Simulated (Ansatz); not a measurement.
## hcp Tl

Level of theory: PBEsol in Ansatz (plane waves, PAW).

Run with plane-wave cutoff 500 eV, 10×10×1 k mesh (along the axes of the cell as run), Fermi–Dirac smearing 0.1 eV, scalar-relativistic PAW data made under PBE.

Cell: relaxed at this level.

```
Property                                Value
----------------------------------  ---------
surface energy of the (11-20) face  0.41 J/m²
work function of the (11-20) face     3.71 eV
```

The slab of 16 atoms is relaxed and unreconstructed.

Spin–orbit coupling is not included; it can shift volumes and moduli of such heavy elements.

The computed numbers hold no vibrational or temperature effects.

Computing time: very roughly 17 core-minutes.

Ansatz is an electronic-structure program.
